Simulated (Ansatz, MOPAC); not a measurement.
## Ladder of methods for the elastic constant C44 of zinc-blende BAs

Reference value: 149 GPa (measured, room temperature, not corrected to a static lattice, our sources range from 149 to 173; as tabulated in Kang et al. (2019), arXiv:1911.11281).

Q: What do PM7 semi-empirical Hartree-Fock (MOPAC), PBE, r²SCAN+rVV10, r²SCAN0, Hartree–Fock give, and how far is each from the reference?

A: 
| level (code) | value (GPa) | cell (Å³/atom) | difference (%) |
|---|---|---|---|
| PM7 semi-empirical Hartree-Fock (MOPAC) | 119 | 13.31 | -20 |
| PBE (Ansatz) | 145 | 13.90 | -2.7 |
| r²SCAN+rVV10 (Ansatz) | 159 | 13.61 | +6.7 |
| r²SCAN0 (Ansatz) | 168 | 13.47 | +12.8 |
| Hartree–Fock (Ansatz) | 178 | 14.06 | +19.5 |

The levels aren't ranked against this reference (sources at odds).

The reference isn't brought to a static lattice, while the calculations are for one, so the differences are not the levels' errors alone. A static lattice is as a rule stiffer than a warm one, by over a tenth in soft solids.  PM7 semi-empirical Hartree-Fock (MOPAC): the method was fitted mainly to molecules. PM7 semi-empirical Hartree-Fock (MOPAC): the run uses a supercell at the zone centre in place of a k mesh. Each level is taken at its own relaxed cell. Cutoffs and k meshes differ between the levels. Ansatz's density-functional and Hartree–Fock values are scalar-relativistic unless marked +SOC, with PAW data made under PBE.

Differences are worked out from the printed values.

Ansatz is a program for electronic structure.
